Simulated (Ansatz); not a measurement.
**SiH3O (doublet): the correlation ladder at distance O1–H3 along a hydrogen transfer = 1.354 Å, cc-pVDZ**

The task here is to estimate one member of a computed series from the others.

The runs use Ansatz 0.2.0, Gaussian basis; cc-pVDZ, core rule «outside noble gas», up to 6 orbitals frozen.

The runs, in order: UHF; CCSD(T) on ROHF; CCSD(T) on UHF; BCCD(T) on ROHF; CISD; CCSDT(Q) on ROHF; CCSDT(Q) on UHF; CASSCF and MRCISD+Q, 3 electrons in 3 orbitals; CASSCF and NEVPT2, 3 electrons in 3 orbitals.

8 further runs of the same task are left out: 1 for a mislabelled method, 7 that didn't finish.

## The system

The geometry derives from fragments relaxed apart (PBE0/def2-TZVP) and kept rigid, so it is no stationary point. A hydrogen atom is moved between rigid fragments.

5 atoms, charge 0, spin multiplicity 2.

Atoms are counted from 1 here; the program's logs count them from 0.

Bond lengths: O1–H2 0.960 Å, Si4–H5 1.532 Å.

As a file:

```xyz
5
charge 0, multiplicity 2
O    -1.9404    0.0118    0.0000
H    -2.1898    0.9384    0.0000
H    -0.5864    0.0118    0.0000
Si    1.1496    0.0118    0.0000
H     1.5460   -1.4677    0.0000
```

Set-up of the first run:

Contents of in.yaml:

```yaml
crystal:
  periodic: [false, false, false]
  atoms:
    - {symbol: O, position_ang: [-1.940443, 0.011831, 0.000000]}
    - {symbol: H, position_ang: [-2.189752, 0.938406, 0.000000]}
    - {symbol: H, position_ang: [-0.586443, 0.011831, 0.000000]}
    - {symbol: Si, position_ang: [1.149557, 0.011831, 0.000000]}
    - {symbol: H, position_ang: [1.545992, -1.467683, 0.000000]}
basis:
  gaussian: {orbitals: cc-pVDZ}
magnetization: {spin_polarized: true, initial_magnetization: 1}
hamiltonian: {xc: hf}
output: {orbitals: {seedname: orbitals}}
```

Command:

```sh
$ ansatz run in.yaml --threads 1 --pin off --events-out ev --progress --plain --max-ram 2393MiB
```

Steps of the session up to this table: UHF; CCSD(T) on ROHF; CCSD(T) on UHF; BCCD(T) on ROHF; CISD; CCSDT(Q) on ROHF; CCSDT(Q) on UHF; CASSCF and MRCISD+Q, 3 electrons in 3 orbitals; CASSCF and NEVPT2, 3 electrons in 3 orbitals.

One table of the session follows, with a row left open; its other results are not shown here.

```
       method  from UCCSDT(Q) (kJ/mol)
         ROHF                   +883.7
          UHF                   +832.1
         RMP2                   +125.0
         UMP2                   +153.2
         CISD                   +116.8
        RCCSD                    +27.2
        UCCSD                    +27.0
     RCCSD(T)                        ?
     UCCSD(T)                     +7.2
      BCCD(T)                     +5.8
       RCCSDT                     +2.6
       UCCSDT                     +2.6
    RCCSDT(Q)                      0.0
    UCCSDT(Q)                        0
  CASSCF pair                   +793.5
  NEVPT2 pair                   +112.2
  MRCISD pair                    +90.6
MRCISD+Q pair                    +15.8
```

**Question.** Estimate the row for RCCSD(T).

**Answer.** from UCCSDT(Q) (kJ/mol): +6.2. In the column «from UCCSDT(Q) (kJ/mol)» it lies between BCCD(T) (+5.8) and UCCSD(T) (+7.2).

Among the levels timed on like hardware and quicker than the yardstick, those that no quicker one beats, quickest first: NEVPT2 pair (2.4 s, +112.2 kJ/mol); MRCISD+Q pair (2.8 s, +15.8 kJ/mol); RCCSD(T) (5 s, +6.2 kJ/mol); BCCD(T) (6 s, +5.8 kJ/mol); RCCSDT(Q) (38 s, 0.0 kJ/mol).

To keep in mind: Of the multireference levels listed MRCISD+Q pair comes nearest in total energy (+15.8 kJ/mol), which doesn't show that its space is the better one. Restricted and unrestricted rows rest on different reference determinants; where their highest levels disagree by more than a few hundredths of an eV, they describe different states and don't form one ladder.
